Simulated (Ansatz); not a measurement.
A nudged elastic band was laid between two geometries of BClH2 + H4Si (9 atoms, charge 0, multiplicity 1).

Level of theory: RKS BLYP-D4/cc-pVDZ in Ansatz.

```yaml
movable_images: 5
climbing_image: yes
spring: 5.0 eV/Å²
optimiser: quadratic models (default)
start_path: through a guess of the saddle point
force_threshold: 0.05 eV/Å
iteration_limit: 60
end_points: relaxed
```

First end point:

```xyz
9
Properties=species:S:1:pos:R:3
B -0.091 0.544 0.136
Cl 0.501 1.643 1.393
H 0.728 -0.046 -0.525
H -1.281 0.488 -0.052
Si 0.133 -2.776 1.041
H -0.340 -3.078 -0.352
H 1.633 -2.729 1.078
H -0.375 -3.820 1.994
H -0.413 -1.434 1.460
```

Last end point:

```xyz
9
Properties=species:S:1:pos:R:3
B -0.087 -0.482 -0.142
Cl 0.282 0.652 2.051
H 0.793 0.144 -0.692
H -1.226 -0.085 -0.258
Si 0.224 -2.390 0.479
H -0.281 -3.371 -0.554
H 1.663 -2.736 0.772
H -0.552 -2.669 1.755
H -0.321 -0.272 2.761
```

Question: Which bonds break or form, and what moves?

Answer: Bonds broken: B1–Cl2, Si5–H9. Bonds formed: B1–Si5, Cl2–H9. BClH2 + H4Si becomes BH5Si + ClH.

Question: Give the energies along the band, and the barrier.

Answer: It converged. The highest image is number 4 of 0 to 6, 30.4 kcal/mol above the first end and 5.8 kcal/mol above the last; the last end lies 24.6 kcal/mol above the first. A vibrational analysis at the climbing image gives one clearly imaginary mode, 327i cm⁻¹: a first-order saddle point. The orbitals stay closed-shell, which can raise the energy where a bond breaks towards radicals; this wasn't checked here.

| image | path coordinate (Å) | energy (kcal/mol) | B1–Cl2 (Å) | Si5–H9 (Å) | B1–Si5 (Å) |
| --- | --- | --- | --- | --- | --- |
| 0 | 0.00 | 0.0 | 1.77 | 1.51 | 3.45 |
| 1 | 0.88 | 0.1 | 1.77 | 1.51 | 3.49 |
| 2 | 1.76 | 0.7 | 1.79 | 1.52 | 3.12 |
| 3 | 2.65 | 7.8 | 1.89 | 1.58 | 2.52 |
| 4 | 3.53 | 30.4 | 2.38 | 2.11 | 2.09 |
| 5 | 4.41 | 27.1 | 2.51 | 2.67 | 2.03 |
| 6 | 5.29 | 24.6 | 2.50 | 3.16 | 2.03 |

Question: What is the geometry of the highest image?

Answer: 
```xyz
9
Properties=species:S:1:pos:R:3:forces:R:3
B -0.217 -0.406 0.144 0.00 0.00 0.00
Cl 0.285 0.856 2.096 0.00 0.00 0.00
H 0.609 0.060 -0.600 0.00 0.00 0.00
H -1.394 -0.163 0.059 0.00 0.00 0.00
Si 0.183 -2.382 0.690 0.00 0.00 0.00
H -0.179 -3.017 -0.632 0.00 0.00 0.00
H 1.619 -2.696 1.009 0.00 0.00 0.00
H -0.697 -2.955 1.768 0.00 0.00 0.00
H 0.286 -0.505 1.638 0.00 0.00 0.00
```

Question: What are the harmonic wavenumbers there?

Answer: 327i, 123, 186, 284, 417, 450, 538, 634, 645, 757, 853, 899, 919, 973, 1085, 1707, 2109, 2144, 2153, 2551, 2667 cm⁻¹.

The run took 6.6 min on 1 thread of Arm Neoverse V2, with other jobs on the host, peak memory 0.13 GiB.
